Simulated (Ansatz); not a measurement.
# C2HSi: the cost of one run

Program: Ansatz 0.2.0, Gaussian basis. Level of theory: def2-TZVPP, core rule «outside noble gas», up to 7 orbitals frozen. These are calculated values, not measurements.

The runs, in order: UHF; ROHF; CCSD(T) on UHF.

2 further runs of the same task are left out: 2 set aside as unsound or not needed.

### Step 1. What is computed

The geometry is a PBE0/def2-TZVP stationary point (not a proven minimum).

4 atoms, charge 0, spin multiplicity 2.

Atoms are counted from 1 here; the program's logs count them from 0.

Bond lengths: C1–C2 1.303 Å, C1–Si3 1.845 Å, C2–Si3 1.882 Å, C2–H4 1.081 Å. Angles: C2–C1–Si3 71.1°, C1–C2–Si3 68.0°, C1–C2–H4 148.1°, Si3–C2–H4 143.9°, C1–Si3–C2 40.9°.

### Step 2. UHF

Input file in.yaml:

```yaml
crystal:
  periodic: [false, false, false]
  atoms:
    - {symbol: C, position_ang: [0.000000, -0.816970, 0.768839]}
    - {symbol: C, position_ang: [0.000000, 0.461908, 1.020060]}
    - {symbol: Si, position_ang: [0.000000, 0.106896, -0.828106]}
    - {symbol: H, position_ang: [0.000000, 1.252374, 1.757882]}
basis:
  gaussian: {orbitals: def2-TZVPP}
magnetization: {spin_polarized: true, initial_magnetization: 1}
hamiltonian: {xc: hf}
output: {orbitals: {seedname: orbitals}}
```

Run with:

```sh
ansatz run in.yaml --threads 1 --pin off --events-out ev --progress --plain --max-ram 2816MiB --backend cpu
```

**Question.** How long does this run take on 1 thread of AMD EPYC 7R13, shared host, and how much memory does it need?

About 5.5 s, with a peak of 0.3 GiB.
